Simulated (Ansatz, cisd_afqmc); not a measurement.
Species: CH5O, charge 1, singlet. CH5O+ (SMILES C[OH2+]).
B3LYP-D3(BJ)/def2-TZVP minimum from Ansatz (a program for electronic structure):
```xyz
7

C     -0.0253     0.7966     0.0062
O     -0.0097    -0.7215     0.0568
H     -1.0760     1.0586     0.0620
H      0.8807    -1.1190     0.1070
H      0.5157     1.1027     0.8946
H      0.4496     1.1089    -0.9184
H     -0.5406    -1.1585    -0.6365
```
Charge +1, spin multiplicity 1.

Total energies in cc-pVDZ, 14 correlated electrons, 2 frozen orbitals. UHF or UKS for unpaired electrons; spin-orbit terms are left out. Cores are frozen in correlated methods. No relativity. The Monte Carlo rows (phaseless AFQMC, CISD trial, step 0.005/hartree) carry one-sigma bars that omit the constraint's bias. Outlying blocks are dropped, and bars are widened where a walk drifts. Over all cases where full CI ran beside it in this data, AFQMC minus full CI had a median of +0.1 mEh and passed +0.4 mEh in a tenth of the cases.

```
method         program         energy (Eh)  minus CCSDT(Q) (mEh)
----------  ----------  ------------------  --------------------
HF              Ansatz          -115.35797                371.44
MP2             Ansatz          -115.69332                 36.08
CCSD            Ansatz          -115.72080                  8.61
CCSD(T)         Ansatz          -115.72828                  1.12
CCSDT(Q)        Ansatz          -115.72941                  0.00
AFQMC/CISD  cisd_afqmc  -115.7296 ± 0.0004            -0.2 ± 0.4
```

Rough core times of Ansatz's runs on a shared machine: CCSD(T) under 20 s, CCSDT(Q) 30 s.
